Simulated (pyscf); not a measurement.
Thermochemistry of product channels of `[CH3][Zn][SH]` + `[SH2]` on the singlet surface, in kcal/mol, from ωB97M-D3(BJ)/def2-TZVP energies (ideal gas, 1 atm, RRHO with modes under 100 cm⁻¹ raised to 100, one conformer, R ln 2 for chiral ones without a mode under 150 cm⁻¹). PySCF, gas phase, ωB97X-D3(BJ)/def2-SVP geometries.

```csv
products,ΔE,ΔH(298 K),ΔG(298 K),ΔG(600 K)
`[CH4]` + `[SH][Zn][SH]`,-26.6,-24.7,-23.2,…
`[SH][CH2][Zn][SH]` + `[H][H]`,…,+18.2,+20.6,+22.7
```

What belongs in the gaps?


- `[CH4]` + `[SH][Zn][SH]`, ΔG(600 K): -21.6
- `[SH][CH2][Zn][SH]` + `[H][H]`, ΔE: +20.4

These are energies of the channels, which say nothing of barriers. HS–CH₂–Zn–SH lies 23.9 kcal/mol over its isomer H₃C–S–Zn–SH (electronic energy, ωB97M-D3(BJ)). Elements up to Kr have no core potential and no relativistic terms here.
